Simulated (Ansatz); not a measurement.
# SiPH3+ (doublet): wave-function methods side by side, cc-pVDZ

One table from this session's results is given with a row withheld; the runs are named, their logs left out.

The runs use Ansatz 0.2.0, Gaussian basis; cc-pVDZ, core rule «outside noble gas», up to 10 orbitals frozen.

The runs, in order: UHF; CCSD(T) on ROHF; CCSD(T) on UHF; BCCD(T) on ROHF; CISD as a restricted active space (open shells left free, so some higher excitations enter); CCSDT(Q) on ROHF; CCSDT(Q) on UHF.

12 further runs of the same task are left out: 3 that didn't finish, 9 set aside as unsound or not needed. Runs told in other sessions of the task aren't counted.

## The system

The geometry is a PBE0/def2-TZVP stationary point (not a proven minimum) of the parent state, kept for this charge and spin.

5 atoms, charge 1, spin multiplicity 2.

Atoms are counted from 1 here; the program's logs count them from 0.

Bond lengths: Si1–P2 2.059 Å, Si1–H4 1.496 Å, Si1–H5 1.496 Å, P2–H3 1.543 Å. Angles: P2–Si1–H4 127.0°, P2–Si1–H5 127.0°, H4–Si1–H5 105.1°, Si1–P2–H3 56.5°.

The first run:

in.yaml

```yaml
crystal:
  periodic: [false, false, false]
  atoms:
    - {symbol: Si, position_ang: [-0.028171, 0.000000, 1.017664]}
    - {symbol: P, position_ang: [-0.021527, 0.000000, -1.041584]}
    - {symbol: H, position_ang: [1.262650, 0.000001, -0.186858]}
    - {symbol: H, position_ang: [0.091917, 1.187655, 1.919027]}
    - {symbol: H, position_ang: [0.091918, -1.187654, 1.919027]}
basis:
  gaussian: {orbitals: cc-pVDZ}
total_charge: 1
magnetization: {spin_polarized: true, initial_magnetization: 1}
hamiltonian: {xc: hf}
output: {orbitals: {seedname: orbitals}}
```

Command:

```
> ansatz run in.yaml --threads 1 --pin off --events-out ev --progress --plain --max-ram 2393MiB
```

Steps of the session up to this table: UHF; CCSD(T) on ROHF; CCSD(T) on UHF; BCCD(T) on ROHF; CISD as a restricted active space (open shells left free, so some higher excitations enter); CCSDT(Q) on ROHF; CCSDT(Q) on UHF.

One table of the session follows, with a row left open; its other results are not shown here.

It belongs to the step «Misses and costs». 

| method | from UCCSDT(Q) (meV) |
| --- | --- |
| ROHF | +6417.3 |
| UHF | +6293.7 |
| RMP2 | +1320.0 |
| UMP2 | +1335.5 |
| CISD | +754.3 |
| RCCSD | +242.7 |
| UCCSD | +239.6 |
| RCCSD(T) | +46.1 |
| UCCSD(T) | ? |
| BCCD(T) | +45.2 |
| RCCSDT | +11.0 |
| UCCSDT | +10.7 |
| RCCSDT(Q) | +0.7 |
| UCCSDT(Q) | 0 |

Q: Estimate the row for UCCSD(T) from the others.

**Answer.** from UCCSDT(Q) (meV): +46.5. In the column «from UCCSDT(Q) (meV)» it lies between RCCSD(T) (+46.1) and UCCSD (+239.6).

To keep in mind: Restricted and unrestricted rows rest on different reference determinants; a gap between their highest levels can come from leftover correlation error, from unlike frozen cores or from another state.
